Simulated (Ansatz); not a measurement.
This script drives Ansatz 0.2.0 through its Python package.

The script, `scan_ch3fos.py`:
```python
"""Potential curve of CH3FOS along one bond."""

import warnings

import ansatz as az
import numpy as np

warnings.simplefilter("ignore", az.DeckWarning)

geometry_ang = [
    ("O", [-0.0473, 1.1627, 0.2425]),
    ("C", [0.2474, -0.1513, 0.3731]),
    ("F", [1.1448, -0.3721, -0.6032]),
    ("S", [-1.0847, -1.2093, 0.1178]),
    ("H", [0.54, 1.5119, -0.4545]),
    ("H", [0.7109, -0.2994, 1.3498]),
    ("H", [-1.4499, -0.7104, -1.0712]),
]
molecule = az.Crystal.molecule()
for symbol, xyz in geometry_ang:
    molecule = molecule.atom(symbol, xyz)

symbols = [site.symbol for site in molecule.cartesian_sites]
start = np.array([site.position_ang for site in molecule.cartesian_sites])
axis = (start[4] - start[0]) / np.linalg.norm(start[4] - start[0])
moving = [4]
lengths, energies = [0.83, 0.9, 0.98, 1.07, 1.22, 1.46, 1.76, 2.15], []
for length in lengths:
    xyz = start.copy()
    xyz[moving] += (length - np.linalg.norm(start[4] - start[0])) * axis
    point = az.Crystal.molecule()
    for symbol, place in zip(symbols, xyz):
        point = point.atom(symbol, place.tolist())
    calc = (
        point.calculation()
        .basis(gaussian="def2-SVP")
        .functional("PBE")
        .spin("collinear")
    )
    report = calc.run(threads=1).report
    energies.append(report["free_energy_ev"])
    print(f"r = {length:6.3f} A  E = {energies[-1]:.5f} eV  <S^2> = {abs(report['mean_field']['state']['spin_squared']):.3f}")

print("energy above the lowest point (eV):", [round(e - min(energies), 3) for e in energies])
```

It is started by `python scan_ch3fos.py`. How long does it take on 1 thread of Arm Neoverse V2 (shared host), and how much memory does it need?

It took about 31 s, with a peak of 0.23 GiB, for 8 runs of the engine.

```console
$ python scan_ch3fos.py
r =  0.830 A  E = -16665.08135 eV  <S^2> = 0.000
r =  0.900 A  E = -16665.64441 eV  <S^2> = 0.000
r =  0.980 A  E = -16665.80369 eV  <S^2> = 0.000
r =  1.070 A  E = -16665.62612 eV  <S^2> = 0.000
r =  1.220 A  E = -16664.94317 eV  <S^2> = 0.000
r =  1.460 A  E = -16663.63274 eV  <S^2> = 0.000
r =  1.760 A  E = -16662.26945 eV  <S^2> = 0.120
r =  2.150 A  E = -16661.54478 eV  <S^2> = 0.760
energy above the lowest point (eV): [0.722, 0.159, 0.0, 0.178, 0.861, 2.171, 3.534, 4.259]
```

Caveats:
- The settings weren't tested for convergence.
- The rest of the molecule is held rigid at a force-field or estimated start geometry, and the basis set is modest; single-reference methods fail as a bond breaks.
- The expectation value of S² is noticeably off S(S+1) in at least one run, so that state is spin-contaminated.
